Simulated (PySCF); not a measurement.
# doublet [C2N2]+ at UB3LYP/6-31G(d) (spherical functions, preoptimised minimum)

Aim: an optimisation with harmonic vibrations of doublet [C2N2]+. Input form: a Python script.

Program for the calculation: PySCF 2.14.0.

3 further runs of the same task are left out: 3 set aside as unsound or not needed.

### 1 Starting point

The species is [C2N2]+ (4 atoms), meant as a doublet with charge +1. As SMILES of the parent species, `[C-]#[N+][N+]#[C-]`. All atoms were displaced at random from a relaxed shape. That shape belongs to the parent species and isn't relaxed for this state. The run starts from this shape.

Bond lengths: C1–N2 1.176 Å, N2–N3 1.314 Å, N3–C4 1.158 Å. Angles: C1–N2–N3 176.2°, N2–N3–C4 176.5°.

### 2 An optimisation with harmonic vibrations at UB3LYP/6-31G(d) (spherical functions, preoptimised minimum)

input.py reads:

```python
import numpy
from pyscf import gto, dft, symm
from pyscf.hessian import thermo
from pyscf.geomopt.geometric_solver import kernel as optimise

mol = gto.M(
    atom='''
C     -1.144571     3.171782     0.514540
N     -0.433819     1.090746     0.195107
N      0.475202    -1.174104    -0.262534
C      1.273602    -3.193444    -0.533730
''',
    charge=1,
    verbose=3,
    spin=1,
    max_memory=1860,
    unit='bohr',
    basis='6-31g*',
)

calc0 = dft.UKS(mol, xc='b3lyp')
calc0.grids.level = 4
calc0.conv_tol = 1e-10
calc0 = calc0.newton()
converged, mol_eq = optimise(calc0, maxsteps=80)
print('converged:', converged)
print(mol_eq.tostring())

calc0.reset(mol_eq)
mol = mol_eq
calc0.kernel()
e_tot = calc0.e_tot
print(f'total energy: {e_tot:.8f} hartree')
hess = calc0.Hessian().kernel()
modes = thermo.harmonic_analysis(mol, hess)
print('frequencies (1/cm)', numpy.round(modes['freq_wavenumber'], 1))
symm.geom.TOLERANCE = 1e-3  # for the symmetry number
th = thermo.thermo(calc0, modes['freq_au'], 298.15, 101325)
thermo.dump_thermo(mol, th)
```

Command:

```bash
OMP_NUM_THREADS=1 python input.py
```

What it wrote:

```text
maxiter                   80
----------------------------------------------------------
Custom engine selected.
Bonds will be generated from interatomic distances less than 1.20 times sum of covalent radii
12 internal coordinates being used (instead of 12 Cartesians)
Internal coordinate system (atoms numbered from 1):
Distance 1-2
Distance 2-3
Distance 3-4
LinearAngleX 1-2-3
LinearAngleY 1-2-3
LinearAngleX 2-3-4
LinearAngleY 2-3-4
Translation-X 1-4
Translation-Y 1-4
Translation-Z 1-4
Rotation-A 1-4
Rotation-B 1-4
Rotation-C 1-4
> ===== Optimization Info: ====
> Job type: Energy minimization
> Maximum number of optimization cycles: 80
> Initial / maximum trust radius (Angstrom): 0.100 / 0.300
> Convergence Criteria:
> Will converge when all 5 criteria are reached:
>  |Delta-E| < 1.00e-06
>  RMS-Grad  < 3.00e-04
>  Max-Grad  < 4.50e-04
>  RMS-Disp  < 1.20e-03
>  Max-Disp  < 1.80e-03
> === End Optimization Info ===

Geometry optimization cycle 1
Cartesian coordinates (Angstrom)
 Atom        New coordinates             dX        dY        dZ
   C  -0.605681   1.678435   0.272283    0.000000  0.000000  0.000000
   N  -0.229567   0.577198   0.103246    0.000000  0.000000  0.000000
   N   0.251466  -0.621309  -0.138927    0.000000  0.000000  0.000000
   C   0.673961  -1.689898  -0.282438    0.000000  0.000000  0.000000

converged SCF energy = -185.084431977885  <S^2> = 0.7620863  2S+1 = 2.01205
--------------- SecondOrderUKS_Scanner gradients ---------------
         x                y                z
0 C    -0.0011838509     0.0047788064     0.0012300478
1 N    -0.0128080246     0.0307584146     0.0056576630
2 N     0.0218742639    -0.0574163416    -0.0100122461
3 C    -0.0078837161     0.0218794519     0.0031214328
----------------------------------------------
cycle 1: E = -185.084431978  dE = -185.084  norm(grad) = 0.0747921
Step    0 : Gradient = 3.740e-02/6.225e-02 (rms/max) Energy = -185.0844319779
Hessian Eigenvalues: 5.00000e-02 5.00000e-02 5.00000e-02 ... 6.34637e-01 1.17925e+00 1.29107e+00

Geometry optimization cycle 2
Cartesian coordinates (Angstrom)
 Atom        New coordinates             dX        dY        dZ
   C  -0.602994   1.663558   0.267881    0.002687 -0.014876 -0.004402
   N  -0.222269   0.565656   0.103226    0.007298 -0.011542 -0.000020
   N   0.247804  -0.602707  -0.134329   -0.003662  0.018602  0.004598
   C   0.667695  -1.682095  -0.282482   -0.006266  0.007803 -0.000044
converged SCF energy = -185.086206452868  <S^2> = 0.76192348  2S+1 = 2.0118881
--------------- SecondOrderUKS_Scanner gradients ---------------
         x                y                z
0 C    -0.0000980530     0.0005782206     0.0010515134
1 N    -0.0021980269     0.0072427806    -0.0008954697
2 N     0.0043151666    -0.0156489496    -0.0006618551
3 C    -0.0020199644     0.0078282845     0.0005033990
----------------------------------------------
cycle 2: E = -185.086206453  dE = -0.00177447  norm(grad) = 0.0197257
Step    1 : Displace = 1.512e-02/1.957e-02 (rms/max) Trust = 1.000e-01 (=) Grad = 9.863e-03/1.625e-02 (rms/max) E (change) = -185.0862064529 (-1.774e-03) Quality = 1.250
Hessian Eigenvalues: 5.00000e-02 5.00000e-02 5.00000e-02 ... 5.32330e-01 1.17697e+00 1.22434e+00

Geometry optimization cycle 3
Cartesian coordinates (Angstrom)
 Atom        New coordinates             dX        dY        dZ
   C  -0.604463   1.659112   0.264608   -0.001469 -0.004447 -0.003273
   N  -0.218986   0.562311   0.107205    0.003283 -0.003345  0.003980
   N   0.250615  -0.594932  -0.134856    0.002811  0.007775 -0.000526
   C   0.663120  -1.682097  -0.282526   -0.004575 -0.000002 -0.000044
converged SCF energy = -185.086375524153  <S^2> = 0.76293788  2S+1 = 2.0128963
--------------- SecondOrderUKS_Scanner gradients ---------------
         x                y                z
0 C     0.0003509353    -0.0019471368     0.0010723200
1 N     0.0011339410     0.0016497358    -0.0034781391
2 N    -0.0012801185    -0.0031849091     0.0030627120
3 C    -0.0002051625     0.0034824466    -0.0006585496
----------------------------------------------
cycle 3: E = -185.086375524  dE = -0.000169071  norm(grad) = 0.00741182
Step    2 : Displace = 6.324e-03/8.361e-03 (rms/max) Trust = 1.414e-01 (+) Grad = 3.706e-03/4.600e-03 (rms/max) E (change) = -185.0863755242 (-1.691e-04) Quality = 1.268
Hessian Eigenvalues: 4.99998e-02 5.00000e-02 5.00000e-02 ... 7.85133e-01 1.12720e+00 1.23559e+00

Geometry optimization cycle 4
Cartesian coordinates (Angstrom)
 Atom        New coordinates             dX        dY        dZ
   C  -0.607189   1.657447   0.260126   -0.002726 -0.001665 -0.004482
   N  -0.217277   0.559597   0.115632    0.001709 -0.002714  0.008427
   N   0.257126  -0.587723  -0.139417    0.006512  0.007209 -0.004562
   C   0.657677  -1.684946  -0.281736   -0.005442 -0.002849  0.000790
converged SCF energy = -185.086551560785  <S^2> = 0.76548166  2S+1 = 2.0154222
--------------- SecondOrderUKS_Scanner gradients ---------------
         x                y                z
0 C     0.0009225401    -0.0051286767     0.0011359774
1 N     0.0019908412     0.0029127550    -0.0050572755
2 N    -0.0034974056     0.0005599271     0.0054802143
3 C     0.0005840429     0.0016559723    -0.0015595054
----------------------------------------------
cycle 4: E = -185.086551561  dE = -0.000176037  norm(grad) = 0.0107034
Step    3 : Displace = 8.141e-03/1.082e-02 (rms/max) Trust = 2.000e-01 (+) Grad = 5.352e-03/6.525e-03 (rms/max) E (change) = -185.0865515608 (-1.760e-04) Quality = 2.079
Eigenvalues below 1.0000e-05 (-6.4832e-01) - returning guess
Hessian Eigenvalues: 5.00000e-02 5.00000e-02 5.00000e-02 ... 7.55659e-01 1.19545e+00 1.20172e+00

Geometry optimization cycle 5
Cartesian coordinates (Angstrom)
 Atom        New coordinates             dX        dY        dZ
   C  -0.607703   1.660138   0.258337   -0.000514  0.002691 -0.001789
   N  -0.219530   0.558350   0.121471   -0.002253 -0.001247  0.005839
   N   0.260988  -0.586808  -0.145124    0.003861  0.000915 -0.005707
   C   0.656582  -1.687304  -0.280054   -0.001096 -0.002358  0.001682
converged SCF energy = -185.086743448788  <S^2> = 0.76684034  2S+1 = 2.01677
--------------- SecondOrderUKS_Scanner gradients ---------------
         x                y                z
0 C     0.0006177384    -0.0045913911     0.0013395225
1 N     0.0005595823     0.0068386639    -0.0044542976
2 N    -0.0012053109    -0.0055199022     0.0045873759
3 C     0.0000280401     0.0032725415    -0.0014730134
----------------------------------------------
cycle 5: E = -185.086743449  dE = -0.000191888  norm(grad) = 0.012491
Step    4 : Displace = 5.228e-03/6.981e-03 (rms/max) Trust = 2.828e-01 (+) Grad = 6.245e-03/8.181e-03 (rms/max) E (change) = -185.0867434488 (-1.919e-04) Quality = 1.922
Hessian Eigenvalues: 7.62149e-03 5.00000e-02 5.00000e-02 ... 1.07837e+00 1.13409e+00 2.39802e+00

Geometry optimization cycle 6
Cartesian coordinates (Angstrom)
 Atom        New coordinates             dX        dY        dZ
   C  -0.578377   1.646636   0.166718    0.029326 -0.013502 -0.091619
   N  -0.283711   0.441393   0.337167   -0.064181 -0.116957  0.215695
   N   0.377779  -0.482322  -0.350061    0.116791  0.104487 -0.204937
   C   0.574602  -1.661263  -0.198381   -0.081980  0.026040  0.081673
converged SCF energy = -185.075614709845  <S^2> = 0.79805432  2S+1 = 2.0474905
--------------- SecondOrderUKS_Scanner gradients ---------------
         x                y                z
0 C    -0.0046158077     0.0323945412    -0.0119276680
1 N    -0.0176035254    -0.0206555070     0.0440645196
2 N     0.0357766544    -0.0483672044    -0.0382482036
3 C    -0.0135597702     0.0366297227     0.0061131648
----------------------------------------------
cycle 6: E = -185.07561471  dE = 0.0111287  norm(grad) = 0.102647
Step    5 : Displace = 1.964e-01/2.591e-01 (rms/max) Trust = 3.000e-01 (+) Grad = 5.132e-02/7.129e-02 (rms/max) E (change) = -185.0756147098 (+1.113e-02) Quality = -3.251
Rejecting step - quality is lower than -1.0
Hessian Eigenvalues: 7.62149e-03 5.00000e-02 5.00000e-02 ... 1.07837e+00 1.13409e+00 2.39802e+00

Geometry optimization cycle 7
Cartesian coordinates (Angstrom)
 Atom        New coordinates             dX        dY        dZ
   C  -0.602768   1.677829   0.218286   -0.024390  0.031193  0.051568
   N  -0.255691   0.513411   0.228507    0.028021  0.072018 -0.108660
   N   0.322999  -0.547231  -0.248118   -0.054780 -0.064909  0.101944
   C   0.625776  -1.699602  -0.243684    0.051174 -0.038339 -0.045303
converged SCF energy = -185.087311416731  <S^2> = 0.78527367  2S+1 = 2.034968
--------------- SecondOrderUKS_Scanner gradients ---------------
         x                y                z
0 C    -0.0032673000     0.0106238348    -0.0006567793
1 N    -0.0148214197     0.0199662574     0.0167177817
2 N     0.0257044000    -0.0542885380    -0.0175339116
3 C    -0.0076167539     0.0236992910     0.0014723827
----------------------------------------------
cycle 7: E = -185.087311417  dE = -0.0116967  norm(grad) = 0.0745588
Step    6 : Displace = 9.376e-02/1.271e-01 (rms/max) Trust = 9.822e-02 (x) Grad = 3.728e-02/6.257e-02 (rms/max) E (change) = -185.0873114167 (-5.680e-04) Quality = 0.221
Hessian Eigenvalues: 3.03210e-02 5.00000e-02 5.00000e-02 ... 1.07269e+00 1.14072e+00 2.65548e+00

Geometry optimization cycle 8
Cartesian coordinates (Angstrom)
 Atom        New coordinates             dX        dY        dZ
   C  -0.606066   1.673586   0.237896   -0.003298 -0.004243  0.019609
   N  -0.239292   0.537636   0.176610    0.016398  0.024225 -0.051897
   N   0.291344  -0.567315  -0.195807   -0.031655 -0.020084  0.052311
   C   0.644364  -1.699538  -0.263848    0.018588  0.000064 -0.020164
converged SCF energy = -185.088310576189  <S^2> = 0.77950634  2S+1 = 2.0292918
--------------- SecondOrderUKS_Scanner gradients ---------------
         x                y                z
0 C    -0.0000865888    -0.0025909976     0.0011351214
1 N    -0.0088510895     0.0243330968     0.0036058950
2 N     0.0123378533    -0.0343767590    -0.0042521018
3 C    -0.0034004112     0.0126351954    -0.0004889917
----------------------------------------------
cycle 8: E = -185.088310576  dE = -0.000999159  norm(grad) = 0.0470634
Step    7 : Displace = 4.705e-02/6.463e-02 (rms/max) Trust = 4.688e-02 (-) Grad = 2.353e-02/3.677e-02 (rms/max) E (change) = -185.0883105762 (-9.992e-04) Quality = 0.795
Hessian Eigenvalues: 4.79021e-02 5.00000e-02 5.00000e-02 ... 1.07335e+00 1.16184e+00 1.92443e+00

Geometry optimization cycle 9
Cartesian coordinates (Angstrom)
 Atom        New coordinates             dX        dY        dZ
   C  -0.603791   1.673999   0.231897    0.002275  0.000413 -0.005999
   N  -0.243668   0.529469   0.189975   -0.004375 -0.008167  0.013366
   N   0.296483  -0.558713  -0.207047    0.005140  0.008601 -0.011241
   C   0.641348  -1.700422  -0.259894   -0.003016 -0.000884  0.003954
converged SCF energy = -185.088826494966  <S^2> = 0.78381763  2S+1 = 2.0335365
--------------- SecondOrderUKS_Scanner gradients ---------------
         x                y                z
0 C    -0.0000837640    -0.0019571075     0.0007463899
1 N    -0.0088179488     0.0219822193     0.0047709768
2 N     0.0119859288    -0.0311870744    -0.0051460051
3 C    -0.0030846646     0.0111627562    -0.0003716444
----------------------------------------------
cycle 9: E = -185.088826495  dE = -0.000515919  norm(grad) = 0.0431876
Step    8 : Displace = 1.181e-02/1.628e-02 (rms/max) Trust = 6.630e-02 (+) Grad = 2.159e-02/3.380e-02 (rms/max) E (change) = -185.0888264950 (-5.159e-04) Quality = 1.818
Hessian Eigenvalues: 3.04140e-02 5.00000e-02 5.00000e-02 ... 5.66609e-01 1.10909e+00 1.21113e+00

Geometry optimization cycle 10
Cartesian coordinates (Angstrom)
 Atom        New coordinates             dX        dY        dZ
   C  -0.590963   1.667457   0.210296    0.012829 -0.006542 -0.021601
   N  -0.256857   0.492385   0.233329   -0.013189 -0.037084  0.043354
   N   0.307777  -0.518762  -0.243733    0.011294  0.039952 -0.036685
   C   0.630589  -1.697026  -0.244563   -0.010759  0.003396  0.015331
converged SCF energy = -185.089203533671  <S^2> = 0.79947043  2S+1 = 2.0488733
--------------- SecondOrderUKS_Scanner gradients ---------------
         x                y                z
0 C    -0.0004259970     0.0049432614    -0.0022737976
1 N     0.0019141351    -0.0121234244     0.0032325347
2 N    -0.0017696616     0.0125392816    -0.0025181285
3 C     0.0002813303    -0.0053594352     0.0015579240
----------------------------------------------
cycle 10: E = -185.089203534  dE = -0.000377039  norm(grad) = 0.0197184
Step    9 : Displace = 4.340e-02/5.851e-02 (rms/max) Trust = 9.376e-02 (+) Grad = 9.859e-03/1.291e-02 (rms/max) E (change) = -185.0892035337 (-3.770e-04) Quality = 0.315
Hessian Eigenvalues: 4.99991e-02 5.00000e-02 5.00000e-02 ... 5.48202e-01 1.10533e+00 1.20234e+00

Geometry optimization cycle 11
Cartesian coordinates (Angstrom)
 Atom        New coordinates             dX        dY        dZ
   C  -0.597406   1.670531   0.225018   -0.006444  0.003074  0.014722
   N  -0.247880   0.512836   0.202815    0.008977  0.020451 -0.030515
   N   0.296365  -0.540017  -0.218661   -0.011412 -0.021256  0.025071
   C   0.639405  -1.699190  -0.254003    0.008816 -0.002164 -0.009440
converged SCF energy = -185.089707493004  <S^2> = 0.79330013  2S+1 = 2.0428413
--------------- SecondOrderUKS_Scanner gradients ---------------
         x                y                z
0 C     0.0004424906    -0.0019175545    -0.0000756761
1 N    -0.0017198343     0.0046925607     0.0009192948
2 N     0.0018154252    -0.0046118623    -0.0006169773
3 C    -0.0005384157     0.0018376252    -0.0002272408
----------------------------------------------
cycle 11: E = -185.089707493  dE = -0.000503959  norm(grad) = 0.00763974
Step   10 : Displace = 2.775e-02/3.790e-02 (rms/max) Trust = 9.376e-02 (=) Grad = 3.820e-03/5.082e-03 (rms/max) E (change) = -185.0897074930 (-5.040e-04) Quality = 0.805
Hessian Eigenvalues: 4.99996e-02 5.00000e-02 5.00000e-02 ... 6.00150e-01 1.10537e+00 1.20456e+00

Geometry optimization cycle 12
Cartesian coordinates (Angstrom)
 Atom        New coordinates             dX        dY        dZ
   C  -0.596500   1.670535   0.224798    0.000907  0.000004 -0.000220
   N  -0.248663   0.510275   0.204037   -0.000783 -0.002561  0.001222
   N   0.296367  -0.537512  -0.221268    0.000002  0.002506 -0.002607
   C   0.639305  -1.699187  -0.252343   -0.000100  0.000004  0.001660
converged SCF energy = -185.089729568421  <S^2> = 0.79453194  2S+1 = 2.0440469
--------------- SecondOrderUKS_Scanner gradients ---------------
         x                y                z
0 C     0.0002260302    -0.0008797112    -0.0001635237
1 N    -0.0003987137     0.0011712998     0.0003218550
2 N     0.0003572107    -0.0007215972    -0.0000574400
3 C    -0.0001847654     0.0004305766    -0.0001014007
----------------------------------------------
cycle 12: E = -185.089729568  dE = -2.20754e-05  norm(grad) = 0.00183511
Step   11 : Displace = 2.518e-03/3.637e-03 (rms/max) Trust = 1.326e-01 (+) Grad = 9.176e-04/1.278e-03 (rms/max) E (change) = -185.0897295684 (-2.208e-05) Quality = 1.206
Hessian Eigenvalues: 4.99985e-02 5.00000e-02 5.00000e-02 ... 5.16900e-01 1.10999e+00 1.19267e+00

Geometry optimization cycle 13
Cartesian coordinates (Angstrom)
 Atom        New coordinates             dX        dY        dZ
   C  -0.596216   1.670896   0.225616    0.000284  0.000361  0.000818
   N  -0.248983   0.509713   0.203314   -0.000320 -0.000562 -0.000722
   N   0.296033  -0.537187  -0.222360   -0.000334  0.000325 -0.001092
   C   0.639691  -1.699345  -0.251313    0.000387 -0.000158  0.001030
converged SCF energy = -185.08973153071  <S^2> = 0.79486228  2S+1 = 2.0443701
--------------- SecondOrderUKS_Scanner gradients ---------------
         x                y                z
0 C     0.0000476935    -0.0002345859    -0.0001107393
1 N     0.0000142917     0.0000589989     0.0000930827
2 N    -0.0000032040     0.0001458080     0.0000756661
3 C    -0.0000589409     0.0000301499    -0.0000583416
----------------------------------------------
cycle 13: E = -185.089731531  dE = -1.96229e-06  norm(grad) = 0.000341614
Step   12 : Displace = 1.056e-03/1.206e-03 (rms/max) Trust = 1.875e-01 (+) Grad = 1.708e-04/2.638e-04 (rms/max) E (change) = -185.0897315307 (-1.962e-06) Quality = 1.231
Hessian Eigenvalues: 4.99929e-02 5.00000e-02 5.00000e-02 ... 6.20901e-01 1.07215e+00 1.15782e+00

Geometry optimization cycle 14
Cartesian coordinates (Angstrom)
 Atom        New coordinates             dX        dY        dZ
   C  -0.596038   1.671180   0.226455    0.000178  0.000284  0.000839
   N  -0.249218   0.509672   0.202366   -0.000235 -0.000040 -0.000948
   N   0.295668  -0.537362  -0.222964   -0.000364 -0.000175 -0.000604
   C   0.640124  -1.699440  -0.250577    0.000432 -0.000095  0.000736
converged SCF energy = -185.089732028758  <S^2> = 0.79492137  2S+1 = 2.0444279
--------------- SecondOrderUKS_Scanner gradients ---------------
         x                y                z
0 C    -0.0000402527     0.0000607927    -0.0000461498
1 N     0.0001031449    -0.0001936796     0.0000056661
2 N    -0.0000501840     0.0001869050     0.0000783715
3 C    -0.0000128015    -0.0000538133    -0.0000380644
----------------------------------------------
cycle 14: E = -185.089732029  dE = -4.98048e-07  norm(grad) = 0.000322073
Step   13 : Displace = 8.709e-04/9.718e-04 (rms/max) Trust = 2.652e-01 (+) Grad = 1.610e-04/2.195e-04 (rms/max) E (change) = -185.0897320288 (-4.980e-07) Quality = 1.363
Hessian Eigenvalues: 4.99929e-02 5.00000e-02 5.00000e-02 ... 6.20901e-01 1.07215e+00 1.15782e+00
Converged! =D

converged: True
C          -0.59603792        1.67117984        0.22645525
N          -0.24921778        0.50967245        0.20236604
N           0.29566846       -0.53736199       -0.22296358
C           0.64012360       -1.69943990       -0.25057742

WARN: HOMO -0.301827503219583 >= LUMO -0.301827503219585

converged SCF energy = -185.089732028754  <S^2> = 0.79492112  2S+1 = 2.0444277
total energy: -185.08973203 hartree
frequencies (1/cm) [ 217.2  240.6  421.1 1005.3 1713.1 1761.2]
temperature 298.1500 [K]
pressure 101325.00 [Pa]
Rotational constants [GHz] 866.21314 5.66484 5.62804
Symmetry number 1
Zero-point energy (ZPE) 0.01221 [Eh]   32050.611 [J/mol]
                           tot       elec      trans        rot        vib
Entropy [J/mol/K]       267.400      5.763    158.033     83.650     19.955
Cv [J/mol/K]             47.759      0.000     12.472     12.472     22.816
Cp [J/mol/K]             56.074      0.000     20.786     12.472     22.816
Internal energy [J/mol]                      3718.434   3718.434  35629.772
Internal energy [Eh]   -185.07333  -185.08973
Enthalpy [J/mol]                             6197.391   3718.434  35629.772
Enthalpy [Eh]          -185.07238
Gibbs free energy [J/mol]                  -40920.190 -21221.706  29680.337
Gibbs free energy [Eh] -185.10275
```

Wall time 6.1 min (1 thread of Arm Neoverse V1, shared host); peak memory 0.98 GiB.

### 3 Summary of results

Level: UB3LYP/6-31G* (spherical functions, preoptimised minimum).

| quantity | value |
| --- | --- |
| total energy | -185.08973 Eh |
| HOMO energy (highest over α and β) | -16.81 eV |
| LUMO energy (lowest over α and β) | -14.72 eV |
| ⟨S²⟩ | 0.795 |
| lowest harmonic wavenumber | 217 cm⁻¹ |
| highest harmonic wavenumber | 1761 cm⁻¹ |
| zero-point energy | 32.1 kJ/mol |

**Reading.** At the final geometry: Bond lengths: C1–N2 1.212 Å, N2–N3 1.255 Å, N3–C4 1.212 Å. Angles: C1–N2–N3 158.5°, N2–N3–C4 158.6°. The program took a symmetry number of 1 where this shape has 2, so the entropy in its output is too high by R ln(2/1) = 1.38 cal/(mol K). All 6 modes are real, so the shape is a minimum at this level. Mulliken charges run from +0.04 on N2 to +0.46 on C1; they depend strongly on the basis.
